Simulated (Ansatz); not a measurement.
## Which is lower?

The two ends of one reaction step of CH6FSi, doublet (PBE0-D4/def2-TZVP).

A:

F1  (-1.201, -1.179, 0.823)
Si2  (-0.327, -0.903, -0.494)
C3  (0.603, 0.687, -0.297)
H4  (-0.804, 1.241, 3.058)
H5  (-1.267, -0.844, -1.643)
H6  (0.595, -2.056, -0.661)
H7  (-0.079, 1.528, -0.156)
H8  (1.202, 0.882, -1.191)
H9  (1.279, 0.644, 0.560)
(Å)

B:

```
9
angstrom
F -1.3023 0.1666 2.6761
Si -0.3103 -0.7863 -0.3792
C 0.7727 0.7208 -0.5780
H -1.1650 -0.2814 1.8663
H -1.4317 -0.8447 -1.3538
H 0.4479 -2.0652 -0.3672
H 0.1788 1.6342 -0.5126
H 1.2723 0.7041 -1.5516
H 1.5375 0.7518 0.2000
```

Computed with Ansatz 0.2.0 (basis: def2-TZVPP); correlated methods freeze the cores; orbitals are unrestricted. B3LYP uses VWN-RPA correlation.

Problem. Which structure is lower at CCSD(T), and by how much? (To be estimated.)

Solution. Computed: A, by 12.81 kcal/mol (electronic energy, against the other). By their contacts, A is a complex of CH₅FSi ([CH3][SiH2][F]) + H and B is a complex of CH₅Si ([CH3][SiH2]) + HF.

All methods give the same order:

```
      method  E(B) − E(A) (kcal/mol)
       SPW92                    7.38
      PBE-D4                    8.15
     BLYP-D4                    8.84
   r2SCAN-D4                   10.50
      B97M-V                   14.45
     PBE0-D4                   10.11
    B3LYP-D4                   10.30
  r2SCAN0-D4                   10.92
    BHLYP-D4                   13.66
CAM-B3LYP-D4                   12.73
     wB97X-V                   14.55
     wB97M-V                   15.11
      B2PLYP                   13.01
    PBE-QIDH                   13.59
  RPA on PBE                   12.27
          HF                   21.66
         MP2                   16.40
        CCSD                   12.83
     CCSD(T)                   12.81
```

T1 diagnostic: at most 0.012. ⟨S²⟩ of the unrestricted Hartree–Fock references: 0.75 (a pure state has 0.75).

Labels in which every atom is bracketed show which atoms are joined, not bond orders.

For scale, one of the runs: CCSD(T)/def2-TZVPP, 188 basis functions (an equivalent command: `ansatz run in.yaml --threads 4`). Hardware: 4 CPU threads, shared host. Wall time 99 s; peak host memory 5 GiB.
